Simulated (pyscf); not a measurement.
**Four-centre exchange: H₂N–SiH(Cl)–Cl (SMILES N[SiH](Cl)Cl) + HF (SMILES F) → H₂N–SiH(Cl)–Cl (SMILES N[SiH](Cl)Cl) + HF (SMILES F)**

Gas phase, singlet surface, charge 0. Bonds broken: N1–H5, F8–H9. Bonds formed: N1–H9, H5–F8. PySCF, gas phase, ωB97X-D3(BJ)/def2-SVP geometries.

Transition state (Å):

```xyz
9

N     -0.2894     0.7288    -0.1102
Si    -1.4163    -0.5988    -0.3168
Cl    -0.8213    -2.1541     0.8674
Cl    -3.2682     0.0145     0.2915
H      0.6623     0.6477    -0.7610
H     -0.1618     1.1435     0.8124
H     -1.4269    -0.9881    -1.7332
F      0.7667     1.3775    -1.9325
H     -0.2528     1.4633    -1.0019
```

One imaginary mode, 1746i cm⁻¹; descent along it reached the two sides named, in the forms told below.

```tsv
bond	change	reactant side (Å)	saddle	product side
N1–H5	breaks	1.020	1.156	1.781
F8–H9	breaks	0.944	1.383	3.2
N1–H9	forms	1.781	1.156	1.020
H5–F8	forms	3.2	1.384	0.944
```

Electronic energies relative to the separated reactants (eV):

```tsv
level	barrier	reaction energy	reverse barrier
ωB97X-D3(BJ)/def2-TZVP	1.37	0.00	1.37
PBE/def2-TZVP	1.04	0.00	1.04
r²SCAN/def2-TZVP	1.19	0.00	1.19
B3LYP-D3(BJ)/def2-TZVP	1.27	0.00	1.27
PBE0-D3(BJ)/def2-TZVP	1.24	0.00	1.24
M06-2X/def2-TZVP	1.43	0.00	1.43
ωB97M-D3(BJ)/def2-TZVP	1.36	0.00	1.36
HF/def2-TZVP	2.16	0.00	2.16
```

With ωB97M-D3(BJ)/def2-TZVP energies and thermal terms (ideal gas, 1 atm, RRHO with modes under 100 cm⁻¹ raised to 100, one conformer, R ln 2 for chiral ones without a mode under 150 cm⁻¹), in eV:

```tsv
T (K)	ΔH‡	ΔG‡	ΔH	ΔG
298	1.30	1.75	0.00	0.00
600	1.27	2.22	0.00	0.00
900	1.27	2.69	0.00	0.00
1200	1.29	3.16	0.00	0.00
```

On the reactant side the descent ends in a bound adduct, 0.36 eV under the separated species and 1.72 eV under the saddle at ωB97X-D3(BJ)/def2-TZVP. On the product side the descent ends in a bound adduct, 0.36 eV under the separated species and 1.72 eV under the saddle at ωB97X-D3(BJ)/def2-TZVP. The same reactants have a lower exit, to NH₃ + F–SiH(Cl)–Cl (barrier +0.29 eV at ωB97M-D3(BJ), against +1.36 eV here). One saddle was located; it need not be the lowest between these sides.
